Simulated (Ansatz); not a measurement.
This geometry of C2H6B (9 atoms, charge 0, multiplicity 2) is a first-order saddle point.

Level of theory: UKS PBE-D4/def2-SVP in Ansatz.

```xyz
9
Properties=species:S:1:pos:R:3
B -0.874 0.782 -0.934
C 0.339 0.467 -0.049
C 0.517 -0.795 0.725
H -1.724 -0.071 -1.131
H -0.997 1.882 -1.442
H 1.157 1.208 0.044
H 0.427 -1.681 0.055
H 1.473 -0.864 1.279
H -0.318 -0.928 1.453
```

Which two structures does it join? (They come from a converged band through this point; their orientation in space is the band's.)

No bond is made or broken. The dihedral B1–C2–C3–H9 goes from -123 to 0°. The two ends are copies of one structure, up to a mirror image or an exchange of like atoms.

Initial state:

```xyz
9
Properties=species:S:1:pos:R:3
B -0.797 0.754 -1.056
C 0.199 0.499 0.084
C 0.475 -0.812 0.725
H -1.444 -0.175 -1.512
H -0.947 1.876 -1.506
H 0.788 1.341 0.501
H -0.128 -1.638 0.302
H 1.556 -1.079 0.636
H 0.298 -0.766 1.826
```

Final state:

```xyz
9
Properties=species:S:1:pos:R:3
B -0.918 0.838 -0.880
C 0.348 0.396 -0.133
C 0.485 -0.818 0.712
H -1.930 0.159 -0.807
H -0.921 1.859 -1.543
H 1.270 1.008 -0.202
H 1.303 -1.477 0.333
H 0.810 -0.552 1.746
H -0.447 -1.412 0.774
```

How far does it lie above each of them?

1.0 kcal/mol above the first and 1.0 kcal/mol above the second. This is the barrier of this one path; another mechanism may lie lower.

Run time: 100 s on 1 thread of Intel(R) Xeon(R) 6975P-C (Granite Rapids), on a shared host, peak memory 0.23 GiB.
